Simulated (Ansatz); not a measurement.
# H7PSi: the cost of one run

All numbers below are computed with Ansatz 0.2.0 (RKS PBE0-D4/6-31G*).

## 1. Starting point

Bond lengths: Si1–H3 1.460 Å, Si1–H4 1.459 Å, Si1–H5 1.459 Å, Si1–P6 2.480 Å, P6–H7 1.420 Å, P6–H8 1.420 Å. Angles: H3–Si1–H4 109.5°, H3–Si1–H5 109.5°, H3–Si1–P6 178.9°, H4–Si1–H5 109.5°, H4–Si1–P6 70.0°, H5–Si1–P6 70.0°, Si1–P6–H7 109.5°, Si1–P6–H8 109.5°, H7–P6–H8 109.4°.

Structure file:

```xyz
9

Si    0.0000    0.0000    0.0000
H     0.0000    0.0000    1.8100
H     1.3768    0.0000   -0.4862
H    -0.6877    1.1914   -0.4862
H    -0.6877   -1.1914   -0.4862
P    -2.3535    0.0000    0.7820
H    -3.1199   -0.8853   -0.0213
H    -2.4033   -0.4268    2.1354
H    -0.9491    0.0000    1.8858
```

## 2. Pulling towards end A

Springs on the bonds that form and break draw the guess towards this end; the thresholds are loose.

Contents of input.yaml:

```yaml
crystal:
  periodic: [false, false, false]
  atoms:
    - { symbol: Si, position_ang: [0.0, 0.0, 0.0] }
    - { symbol: H, position_ang: [0.0, 0.0, 1.81] }
    - { symbol: H, position_ang: [1.3768, 0.0, -0.4862] }
    - { symbol: H, position_ang: [-0.6877, 1.1914, -0.4862] }
    - { symbol: H, position_ang: [-0.6877, -1.1914, -0.4862] }
    - { symbol: P, position_ang: [-2.3535, 0.0, 0.782] }
    - { symbol: H, position_ang: [-3.1199, -0.8853, -0.0213] }
    - { symbol: H, position_ang: [-2.4033, -0.4268, 2.1354] }
    - { symbol: H, position_ang: [-0.9491, 0.0, 1.8858] }
basis:
  gaussian: { orbitals: "6-31G*" }
hamiltonian:
  xc: pbe0
  dispersion: d4
relax:
  f_tol: 0.15
  max_steps: 25
  restrain:
    - { distance: [0, 5], at: 3.38, k: 30.0 }
    - { distance: [8, 1], at: 1.86, k: 30.0 }
    - { distance: [0, 1], at: 1.46, k: 30.0 }
    - { distance: [8, 5], at: 1.42, k: 30.0 }
output:
  orbitals: {}
```

The run is started by

```
> ansatz run input.yaml --threads 1 --pin off --max-ram 2048MiB --backend cpu --events-out ev --progress --plain --runs-dir out
```

What time and memory should one allow on 1 thread of Arm Neoverse V1, shared host?

About 24 s, with a peak of 0.11 GiB.
